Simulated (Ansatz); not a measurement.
# Worked example: SiBCl, quintet against SiBCl, triplet

Geometry (PBE0/def2-TZVP stationary point of a triplet), kept for both states (SiBCl, triplet: Σ⁻; SiBCl, quintet: Π):

```xyz
3

B     0.0000    0.0000    0.0637
Si    0.0000    0.0000   -1.8172
Cl    0.0000    0.0000    1.7535
```

Basis cc-pVDZ; Ansatz 0.2.0. Only valence electrons are correlated (noble-gas cores frozen). Prefix R: restricted or restricted open-shell reference; prefix U: unrestricted.

Full CI isn't at hand for all of this; UCCSDT(Q) serves as the reference, and is uncertain by about the last step of the cluster series.

```json
{"level": "UHF", "E(SiBCl, triplet) (hartree)": "-773.068812", "E(SiBCl, quintet) (hartree)": "-772.962005"}
{"level": "UMP2", "E(SiBCl, triplet) (hartree)": "-773.330094", "E(SiBCl, quintet) (hartree)": "-773.193981"}
{"level": "UCCSD(T)", "E(SiBCl, triplet) (hartree)": "-773.375360", "E(SiBCl, quintet) (hartree)": "-773.235241"}
{"level": "PBE", "E(SiBCl, triplet) (hartree)": "-774.099703", "E(SiBCl, quintet) (hartree)": "-773.957803"}
{"level": "PBE0", "E(SiBCl, triplet) (hartree)": "-774.166779", "E(SiBCl, quintet) (hartree)": "-774.028233"}
{"level": "UCCSDT(Q)", "E(SiBCl, triplet) (hartree)": "-773.377732", "E(SiBCl, quintet) (hartree)": "-773.237169"}
```

Give the vertical gap, SiBCl quintet less SiBCl triplet, at each level in eV (1 hartree = 27.2114 eV), and each error against UCCSDT(Q).

UCCSDT(Q): (-773.237169 − (-773.377732)) × 27.2114 = 3.825 eV (the reference)
PBE0: (-774.028233 − (-774.166779)) × 27.2114 = 3.770 eV, error -0.055 eV
PBE: (-773.957803 − (-774.099703)) × 27.2114 = 3.861 eV, error 0.036 eV
UCCSD(T): (-773.235241 − (-773.375360)) × 27.2114 = 3.813 eV, error -0.012 eV
UMP2: (-773.193981 − (-773.330094)) × 27.2114 = 3.704 eV, error -0.121 eV
UHF: (-772.962005 − (-773.068812)) × 27.2114 = 2.906 eV, error -0.919 eV

Total energies of functionals can't be set beside those of wave-function methods, since they hold the core's correlation and their own absolute errors; only the differences compare.

In so small a basis the reference is far from its limit while semilocal and hybrid functionals are nearer theirs, so the functionals' errors here hold much of the reference's basis and frozen-core error, which can add to them or hide them.

Each level lands on the state that its own search finds. T1 diagnostics of restricted CCSD: 0.020 and 0.029.
